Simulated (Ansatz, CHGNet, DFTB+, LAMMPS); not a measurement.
## Ladder of methods for the lattice parameter a of bcc Ta

Reference value: 3.299 Å (measured, static lattice: zero-point anharmonic expansion removed; as tabulated in Mejia-Rodriguez and Trickey (2018), arXiv:1807.09216).

```tsv
level (code)	value (Å)	error (%)
Lennard-Jones uff-vdw (LAMMPS)	3.486	+5.67
GFN1-xTB as cut by DFTB+	3.364	+1.97
CHGNet 0.3.0	3.324	+0.76
LDA (Ansatz)	3.253	-1.39
PBE (Ansatz)	3.319	+0.61
PBE-D4 (Ansatz)	3.304	+0.15
r²SCAN+rVV10 (Ansatz)	3.295	-0.12
B3LYP (VWN-RPA form) (Ansatz)	3.332	+1.00
HSE06 (Ansatz)	3.306	+0.21
PBE0 (Ansatz)	3.310	+0.33
r²SCANh (Ansatz)	3.300	+0.03
Hartree–Fock (Ansatz)	3.395	+2.91
```

Leaving aside Lennard-Jones uff-vdw (doubt noted below): Once the reference is moved by up to 0.10 % (a margin picked here for doubts on the reference and the settings) and values within 0.10 % count as equal, the nearest can be r²SCANh (+0.03 %), r²SCAN+rVV10 (-0.12 %), PBE-D4 (+0.15 %) or HSE06 (+0.21 %). Among them Hartree–Fock (+2.91 %) misses by most. Within 0.5 %: PBE-D4, r²SCAN+rVV10, HSE06, PBE0, r²SCANh.

Density-functional levels without +SOC have no spin–orbit coupling. Lennard-Jones uff-vdw: this is a force field's van der Waals term alone, without bonds or charges. Lennard-Jones uff-vdw: pair potentials favour close packing, so symmetry can be all that holds this lattice. GFN1-xTB as cut by DFTB+: the method was fitted mainly to molecules. GFN1-xTB as cut by DFTB+: codes differ in how they cut the long-range tail of xTB's charge interaction in a crystal, so the value belongs to this code. Cutoffs and k meshes differ between the levels. Ansatz's density-functional and Hartree–Fock values are scalar-relativistic unless marked +SOC, with PAW data made under PBE.

Machine-learned potentials (CHGNet 0.3.0) are trained on DFT data: a solid inside that data is no test of them.

Differences are worked out from the printed values.

Ansatz is an electronic-structure program.
